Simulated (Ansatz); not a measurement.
# C2H5Si radical: how energies converge with the basis set

The task here is to estimate one member of a computed series from the others.

Computed with Ansatz 0.2.0, Gaussian basis. Level: one geometry, several basis sets.

The runs, in order: PBE0-D4/def2-SVP; ωB97M-V/def2-SVP; PBE0-D4/def2-QZVPP; ωB97M-V/def2-QZVPP; the functionals' def2-TZVPP values are taken from earlier runs.

**Structure used throughout**

All runs share one geometry, relaxed beforehand with PBE0-D4 in a triple-zeta def2 set.

SMILES `C=C[SiH2]`, 8 atoms, charge 0, spin multiplicity 2.

Atoms are counted from 1 here; the program's logs count them from 0.

Bond lengths: C1–C2 1.338 Å, C1–H4 1.086 Å, C1–H5 1.086 Å, C2–Si3 1.837 Å, C2–H6 1.089 Å, Si3–H7 1.488 Å, Si3–H8 1.487 Å. Angles: C2–C1–H4 121.8°, C2–C1–H5 122.0°, H4–C1–H5 116.2°, C1–C2–Si3 124.1°, C1–C2–H6 118.0°, Si3–C2–H6 117.8°, C2–Si3–H7 112.1°, C2–Si3–H8 113.3°, H7–Si3–H8 112.2°.

Geometry (Å):

```xyz
8
C2H5Si
C    -0.40859    0.93022   -0.87791
C    -0.35773    0.34892    0.32656
Si    0.88638   -0.91349    0.80762
H     0.26623    0.64494   -1.67989
H    -1.12895    1.70838   -1.11165
H    -1.05666    0.68920    1.08916
H     1.53155   -1.54406   -0.37510
H     0.35998   -1.92120    1.76541
```

Set-up of the first run:

Contents of in.yaml:

```yaml
crystal:
  periodic: [false, false, false]
  atoms:
    - {symbol: C, position_ang: [-0.408592, 0.930223, -0.877907]}
    - {symbol: C, position_ang: [-0.357729, 0.348917, 0.326561]}
    - {symbol: Si, position_ang: [0.886379, -0.913491, 0.807621]}
    - {symbol: H, position_ang: [0.266232, 0.644939, -1.679888]}
    - {symbol: H, position_ang: [-1.128955, 1.708378, -1.111654]}
    - {symbol: H, position_ang: [-1.056658, 0.689200, 1.089165]}
    - {symbol: H, position_ang: [1.531546, -1.544062, -0.375104]}
    - {symbol: H, position_ang: [0.359978, -1.921203, 1.765406]}
basis:
  gaussian: {orbitals: def2-SVP}
magnetization: {spin_polarized: true, initial_magnetization: 1}
hamiltonian: {xc: pbe0, dispersion: d4}
output: {orbitals: {seedname: orbitals}}
```

Steps of the session up to this table: PBE0-D4 in def2-SVP; ωB97M-V in def2-SVP; PBE0-D4 in def2-QZVPP; ωB97M-V in def2-QZVPP.

One table of the session follows, with a row left open; its other results are not shown here.

It belongs to the step «Density functionals: the series». 

```
functional       basis  HOMO (eV)  LUMO (eV)
   PBE0-D4    def2-SVP          ?          ?
   PBE0-D4  def2-TZVPP      -5.76      -2.33
   PBE0-D4  def2-QZVPP      -5.77      -2.35
   ωB97M-V    def2-SVP      -7.38      -0.55
   ωB97M-V  def2-TZVPP      -7.44      -0.68
   ωB97M-V  def2-QZVPP      -7.46      -0.74
```

Q: Estimate the row for PBE0-D4, def2-SVP from the others.

The run gave: HOMO (eV): -5.72; LUMO (eV): -2.27. In the column «HOMO (eV)» it is the highest.
